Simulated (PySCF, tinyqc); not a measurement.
FCI on RHF in the sto-3g basis, frozen core, for HF, spin multiplicity 1, step by step. The lowest restricted solution is unstable here: a spin-polarised one lies 0.1471 hartree lower (PySCF). One step of it, computed by the program tinyqc.

Problem. Integrals over molecular orbitals. (pq|rs) = sum C_ip C_jq C_kr C_ls (ij|kl), one index at a time.

coefficients C:
```
,MO1,MO2,MO3,MO4,MO5,MO6
1F 1s,0.995105,-0.263172,0.000000,0.000000,0.019052,0.020831
1F 2s,0.019820,1.024332,0.000000,0.000000,-0.093967,-0.102588
1F 2px,0.000000,0.000000,0.814391,0.580317,0.000000,0.000000
1F 2py,0.000000,0.000000,-0.580317,0.814391,0.000000,0.000000
1F 2pz,0.000328,0.000117,0.000000,0.000000,0.698536,-0.721145
2H 1s,-0.000972,0.043579,0.000000,0.000000,0.658117,0.762551
```

core Hamiltonian H = T + V (hartree), lower triangle:
```
,1F 1s,1F 2s,1F 2px,1F 2py,1F 2pz,2H 1s
1F 1s,-40.319317
1F 2s,-9.459710,-10.797515
1F 2px,0.000000,0.000000,-8.489208
1F 2py,0.000000,0.000000,0.000000,-8.489208
1F 2pz,-0.003917,-0.049004,0.000000,0.000000,-8.506895
2H 1s,-0.265425,-0.710570,0.000000,0.000000,-0.560062,-3.112654
```

Two-electron integrals (ij|kl) in chemists' order, unique and non-zero (hartree):
```
i,j,k,l,(ij|kl)
1,1,1,1,5.403501
2,1,1,1,0.841920
2,1,2,1,0.156299
2,2,1,1,1.268028
2,2,2,1,0.292344
2,2,2,2,0.926167
3,1,3,1,0.027998
3,2,3,1,0.043169
3,2,3,2,0.204588
3,3,1,1,1.264502
3,3,2,1,0.292403
3,3,2,2,0.925959
3,3,3,3,0.997514
4,1,4,1,0.027998
4,2,4,1,0.043169
4,2,4,2,0.204588
4,3,4,3,0.053770
4,4,1,1,1.264502
4,4,2,1,0.292403
4,4,2,2,0.925959
4,4,3,3,0.889973
4,4,4,4,0.997514
5,1,5,1,0.027998
5,2,5,1,0.043169
5,2,5,2,0.204588
5,3,5,3,0.053770
5,4,5,4,0.053770
5,5,1,1,1.264502
5,5,2,1,0.292403
5,5,2,2,0.925959
5,5,3,3,0.889973
5,5,4,4,0.889973
5,5,5,5,0.997514
6,1,1,1,0.023711
6,1,2,1,0.004367
6,1,2,2,0.008126
6,1,3,3,0.008117
6,1,4,4,0.008117
6,1,5,1,0.000167
6,1,5,2,0.000317
6,1,5,5,0.008145
6,1,6,1,0.000123
6,2,1,1,0.072032
6,2,2,1,0.016882
6,2,2,2,0.061350
6,2,3,3,0.060512
6,2,4,4,0.060512
6,2,5,1,0.001122
6,2,5,2,0.009553
6,2,5,5,0.062965
6,2,6,1,0.000478
6,2,6,2,0.005489
6,3,3,1,0.001620
6,3,3,2,0.010228
6,3,5,3,0.001963
6,3,6,3,0.000771
6,4,4,1,0.001620
6,4,4,2,0.010228
6,4,5,4,0.001963
6,4,6,4,0.000771
6,5,1,1,0.055954
6,5,2,1,0.013265
6,5,2,2,0.051713
6,5,3,3,0.049803
6,5,4,4,0.049803
6,5,5,1,0.002284
6,5,5,2,0.016926
6,5,5,5,0.055476
6,5,6,1,0.000387
6,5,6,2,0.005687
6,5,6,5,0.006590
6,6,1,1,0.293995
6,6,2,1,0.069960
6,6,2,2,0.293453
6,6,3,3,0.287941
6,6,4,4,0.287941
6,6,5,1,0.003873
6,6,5,2,0.047915
6,6,5,5,0.304425
6,6,6,1,0.001978
6,6,6,2,0.036952
6,6,6,5,0.045386
6,6,6,6,0.774606
```

Give: one-electron integrals over orbitals h = C^T H C; Two-electron integrals over orbitals.

Solution.

one-electron integrals over orbitals h = C^T H C (hartree), lower triangle:
```
,1,2,3,4,5,6
1,-40.3024
2,0.7353,-9.0849
3,0.0000,0.0000,-8.4892
4,0.0000,0.0000,0.0000,-8.4892
5,-0.0496,0.2511,0.0000,0.0000,-6.0026
6,-0.0569,0.3499,0.0000,0.0000,2.6992,-5.6131
```

Two-electron integrals over orbitals (pq|rs), unique and non-zero (hartree); the lowest 1 orbital is frozen and left out:
```
p,q,r,s,(pq|rs)
2,2,2,2,0.8932
3,2,3,2,0.1942
3,3,2,2,0.9073
3,3,3,3,0.9975
4,2,4,2,0.1942
4,3,4,3,0.0538
4,4,2,2,0.9073
4,4,3,3,0.8900
4,4,4,4,0.9975
5,2,2,2,-0.0310
5,2,3,3,-0.0335
5,2,4,4,-0.0335
5,2,5,2,0.1089
5,3,3,2,-0.0113
5,3,5,3,0.0288
5,4,4,2,-0.0113
5,4,5,4,0.0288
5,5,2,2,0.6181
5,5,3,3,0.6051
5,5,4,4,0.6051
5,5,5,2,3.06e-04
5,5,5,5,0.5949
6,2,2,2,-0.0356
6,2,3,3,-0.0368
6,2,4,4,-0.0368
6,2,5,2,-0.0941
6,2,5,5,-0.0147
6,2,6,2,0.0921
6,3,3,2,-0.0120
6,3,5,3,-0.0261
6,3,6,3,0.0267
6,4,4,2,-0.0120
6,4,5,4,-0.0261
6,4,6,4,0.0267
6,5,2,2,-0.3061
6,5,3,3,-0.3008
6,5,4,4,-0.3008
6,5,5,2,0.0424
6,5,5,5,-0.0760
6,5,6,2,0.0124
6,5,6,5,0.2914
6,6,2,2,0.5867
6,6,3,3,0.5753
6,6,4,4,0.5753
6,6,5,2,0.0219
6,6,5,5,0.5936
6,6,6,2,-0.0300
6,6,6,5,-0.0355
6,6,6,6,0.6057
```
